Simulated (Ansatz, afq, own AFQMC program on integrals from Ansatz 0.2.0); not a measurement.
AFQMC on a folder of integrals that Ansatz 0.2.0 wrote.

```yaml
crystal:
  periodic: [false, false, false]
  atoms:
    - {symbol: N, position_ang: [-1.863852, -0.013242, -0.020610]}
    - {symbol: H, position_ang: [-2.161131, 0.954591, -0.020610]}
    - {symbol: H, position_ang: [-2.161131, -0.415541, 0.859649]}
    - {symbol: H, position_ang: [-0.614852, -0.013242, -0.020611]}
    - {symbol: N, position_ang: [1.730232, -0.013241, -0.020611]}
    - {symbol: C, position_ang: [0.570148, -0.013241, -0.020611]}
basis:
  gaussian: {orbitals: cc-pVDZ}
magnetization: {spin_polarized: true, initial_magnetization: 1}
correlation: {method: ccsd_t, electrons: outside_noble_gas, hamiltonian_folder: ham}
```

```sh
$ ansatz run in.yaml --threads 1 --pin off --events-out ev --progress --plain --max-ram 16896MiB --backend cuda --devices 0, --max-vram 18GiB
```

Options of the walk:

```
--method phaseless --trial cisd --walkers 4000 --populations 20 --least-time 60 --time-step 0.005 --steps-per-block 50 --equilibration-blocks 28 --max-blocks 4000 --target-error 0.00024 --factor-cut 1e-05 --start spin_pure --seed 9130 --release-times 0.24,0.51,0.99,1.5 --release-step 0.03 --release-every 4 --taylor-order 6
```

Times are imaginary, in 1/Eh. The walk had a cap of 198 s. With eight or more populations the least sampling time is a fifth of least-time, and the error comes from their spread.

afq prints:

```
orbitals 54  electrons 9 8  factors 425 of 536
reference energy -148.40900157 Eh
CCSD correlation -0.46984683 Eh in 17 cycles, weight of the determinant in the CISD state 0.8219
energy of the start -148.870382 Eh
 block  time / (1/Eh)  mean weight  energy / Eh
     1     0.250  1.0002  -148.864922
     2     0.500  0.9999  -148.875007
     3     0.750  0.9996  -148.884467
     4     1.000  0.9999  -148.889801
     5     1.250  1.0002  -148.890942
    10     2.500  0.9998  -148.896237
    19     4.750  1.0002  -148.897982
    29     7.250  1.0003  -148.896459
    39     9.750  0.9995  -148.897251
    49    12.250  0.9999  -148.896845
    59    14.750  0.9997  -148.898399
    69    17.250  1.0002  -148.897927
    71    17.750  1.0001  -148.901070
    79    19.750  0.9996  -148.900459
    87    21.750  1.0001  -148.894863
    89    22.250  1.0000  -148.898744
    93    23.250  1.0002  -148.896044
error from the spread of 20 populations
released: time / (1/Eh)  energy / Eh  error  mean overlap
  0.24  -148.898577  0.000304  0.9977
  0.51  -148.898625  0.000421  0.9974
  0.99  -148.898893  0.000312  0.9925
  1.50  -148.898772  0.000365  0.9928
energy -148.897737 +/- 0.000317 Eh
(rows thinned)
```

The run passed its tests (sampling time, drift between the halves within three errors, error under three times the target), which doesn't prove that it has relaxed, ending at its cap on processor time.

Against this walk (error 8.6 meV) on the same determinant: CCSD(T) 53.0 meV higher, CCSDT(Q) 22.1 meV lower. The error is statistical and leaves out the bias of the constraint. Released to 1.50 1/Eh the energy lies 28 ± 13 meV (both errors) below the phaseless value, which shows part or all of the bias of the constraint, and CCSDT(Q) lies 6.1 meV above the released value.

Cautions: constraint bias not in the error; error above the target (8.6 against 6.5 meV); unrestricted determinant slightly spin contaminated (⟨S²⟩ 0.82 against 0.75).

The walk took 3.3 min on 1 × NVIDIA H100 80GB HBM3 with 2 threads of AMD EPYC 7R13 Processor (Zen 3), with other jobs on the host (the card was shared). The log's last line is the phaseless energy.

CCSDT and higher add their correlation energy to the determinant of the CCSD(T) run, since their own runs factorise the integrals more tightly (a shift of under 2 meV). A walk keeps the symmetry of its determinant, which the program's search chose and which needn't be the lowest solution, so a lower state of the same spin and another symmetry isn't excluded.
